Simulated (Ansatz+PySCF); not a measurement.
A calculation with PySCF 2.14.0.

```python
from pyscf import gto, scf, cc

mol = gto.M(atom="""
C 0.000000 0.000000 0.000000
F 0.658990 0.878660 1.902340
""", basis='sto-3g', charge=0, spin=1)
mf = scf.UHF(mol)
mf.kernel()
mycc = cc.CCSD(mf, frozen=2).run()
et = mycc.ccsd_t()
print(mf.e_tot, mycc.e_corr, et, mycc.e_tot + et)
```

The script is written out from the run's settings.

The run gave:

```yaml
Converged: yes
Reference_energy: -135.03275 hartree
CCSD_correlation_energy: -0.18747 hartree
Triples_correction: -0.00108 hartree
Total_energy: -135.22130 hartree
Spin_squared_of_the_determinant: 0.754
```

This is not the lowest solution: another run reaches a determinant 4.23 eV lower. Caution: bonds are stretched, where a single reference can fail.
